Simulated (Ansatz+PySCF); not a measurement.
A calculation with Ansatz (development build ahead of 0.2.0).

```yaml
crystal:
  periodic: [false, false, false]
  atoms:
    - { symbol: F, position_ang: [0.0, 0.0, -1.37645] }
    - { symbol: F, position_ang: [0.0, 0.0, 1.37645] }
basis:
  gaussian: { orbitals: STO-3G }
magnetization:
  spin_polarized: true
hamiltonian:
  xc: hf
scf:
  omitted_lower_state_checks: [starts, atomic_configurations, cluster_reference, orbital_swaps, given_window_search, neighbouring_geometries, increment]
```

The input is written out in the form of the current development build from the run's settings.

Results

```
Converged                       : yes
Total energy                    : -195.97317 hartree
Spin squared of the determinant : 1.000
Stability test                  : minimum
```

Caution: the unrestricted determinant is a mixture of spin states; the determinant breaks the point group.
